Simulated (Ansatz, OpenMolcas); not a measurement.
C2H3F3 (1,1,1-trifluoroethane): a line through the functionals

C2H3F3 has 8 atoms, charge 0, and is taken as a singlet. SMILES: `CC(F)(F)F`. The shape is that of a PBE0-D4/def2-TZVP optimisation.

The vertical energy of the triplet above the singlet y, in eV, basis cc-pVDZ; a is the functional's share of exact exchange. Programs: Ansatz 0.2.0, OpenMolcas 26.06.

| functional | program | a | y (eV) |
| --- | --- | --- | --- |
| TPSS | OpenMolcas | 0 | 10.78 |
| r2SCAN | OpenMolcas | 0 | 10.94 |
| B3LYP | Ansatz | 0.2 | 11.16 |
| PBE0 | Ansatz | 0.25 | 11.26 |
| r2SCAN0 | Ansatz | 0.25 | ? |
| BHLYP | Ansatz | 0.5 | 11.70 |

Q: Fit y = c + s·a to the known rows and predict r2SCAN0.

A: 
1. Means of the 5 rows: a = 0.1900, y = 11.168.
2. Σ(Δa)² = 0.172, Σ(Δa·Δy) = 0.2874, so the slope is 0.2874/0.172 = 1.6709.
3. Intercept: 11.168 − (1.6709) × 0.1900 = 10.851. The largest residual of the fit is 0.089.
4. r2SCAN0: 10.851 + (1.6709) × 0.25 = 11.27 eV.

The run gave 11.38 eV, so the prediction is off by -0.11 eV, more than the largest residual. The rows mix families of semi-local functionals, which the line can't see.
